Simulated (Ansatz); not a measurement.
## fcc Pd

Computed with PBEsol (plane waves, PAW; Ansatz, a quantum-chemistry and plane-wave program).

Run with plane-wave cutoff 500 eV, 14×10×1 k mesh (along the axes of the cell as run), Fermi–Dirac smearing 0.1 eV, scalar-relativistic PAW data made under PBE.

Cell: relaxed at this level.

* **surface energy of the (310) face**: 2.07 J/m²
* **work function of the (310) face**: 4.99 eV

The slab of 20 atoms is relaxed and unreconstructed.

Static lattice: no zero-point or thermal effects.

It cost about 2.4 core-hours (a rough figure) of CPU time.
